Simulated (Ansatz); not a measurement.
**What each rung costs, and what it gives**

The pair of HCl (SMILES Cl, atoms 1–2) and SO₂ (SMILES O=S=O, atoms 3–5), both closed shells, in one local arrangement (a lower one may exist), relaxed at PBE0-D4/def2-TZVP:

```json
{"atom": "Cl1", "x (Å)": "0.2623", "y (Å)": "0.0802", "z (Å)": "-2.6224"}
{"atom": "H2", "x (Å)": "-0.1134", "y (Å)": "-0.2053", "z (Å)": "-1.4261"}
{"atom": "O3", "x (Å)": "-0.6928", "y (Å)": "-0.6295", "z (Å)": "0.5041"}
{"atom": "S4", "x (Å)": "-0.2460", "y (Å)": "-0.1144", "z (Å)": "1.7677"}
{"atom": "O5", "x (Å)": "0.7898", "y (Å)": "0.8690", "z (Å)": "1.7768"}
```

Interaction energies are counterpoise-corrected; the time is that of the whole pair.

Computed with Ansatz 0.2.0 (basis: as named in each row); correlated methods freeze the cores. B3LYP uses VWN-RPA correlation. Extrapolation: Hartree–Fock as exp(−7.88 √X), correlation as X^−2.97.

Times are rough, for one single point on 4 threads of a shared host (Arm Neoverse V1).

The estimate by CCSD(T) at an estimated basis limit (MP2 extrapolated from triple and quadruple zeta, plus CCSD(T) − MP2 in triple zeta) is -11.4 kJ/mol.

```csv
method,basis,time (s),interaction energy (kJ/mol),method less estimate
HF,STO-3G,under 1,-13.5,-2.1
PBE-D4,STO-3G,under 1,-31.7,-20.3
SPW92,def2-SVP,under 1,-20.9,-9.6
PBE-D4,def2-SVP,under 1,-15.3,-4.0
B3LYP-D4,6-31G,under 1,-20.0,-8.6
PBE0-D4,def2-SVP,under 1,-15.6,-4.2
CCSD(T),def2-SVP,under 1,-9.0,2.4
PBE-D4,def2-TZVPPD,1,-12.8,-1.4
revPBE-D4,def2-TZVPPD,1,-10.7,0.6
BLYP-D4,def2-TZVPPD,2,-11.8,-0.4
PBE0-D4,def2-TZVPPD,2,-12.5,-1.1
B3LYP-D4,def2-TZVPPD,2,-12.5,-1.1
HSE06-D4,def2-TZVPPD,2,-12.5,-1.1
wB97M-V,def2-SVP,2,-14.1,-2.7
r2SCAN-D4,def2-TZVPPD,3,-11.6,-0.3
B2PLYP,def2-TZVPPD,3,-9.3,2.1
wB97X-V,def2-TZVPPD,4,-11.2,0.2
B97M-V,def2-TZVPPD,5,-12.0,-0.6
wB97M-V,def2-TZVPPD,5,-11.0,0.3
MP2,def2-QZVPPD,8,-11.7,-0.3
CCSD(T),def2-TZVPPD,39,-10.0,1.4
```

The T1 diagnostic stays at or below 0.022. The restricted Hartree–Fock reference is unstable towards an unrestricted one at one or more of these structures.
